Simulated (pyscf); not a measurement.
Optimised with ωB97X-D3(BJ)/def2-SVP in PySCF.

### Question
For the elementary gas-phase step H₂N–GaH–O–SiH₃ + hydrogen (H₂) → H₂N–GaH₂ + silanol (HO–SiH₃) (singlet surface; Ga–O, H–H broken, Ga–H, H–O formed), what barrier and reaction energy does ωB97M-D3(BJ)/def2-TZVP give, measured from the separated reactants?

### Answer
ΔE‡ = 1.20 eV, ΔE = +0.58 eV. Zero-point energy shifts the barrier by +0.09 eV. It is a four-centre exchange, with an imaginary mode of 1343i cm⁻¹. On the product side the descent ends in an adduct with a Ga–O contact, 0.44 eV under the separated species and 0.95 eV under the saddle at ωB97X-D3(BJ)/def2-TZVP. What is counted as broken (Ga–O) persists as a longer contact in the product adduct; parting that adduct is a step of its own. At the saddle there is also a short Ga–H contact that neither side keeps. One saddle was located; it need not be the lowest between these sides. Elements up to Kr have no core potential and no relativistic terms here.
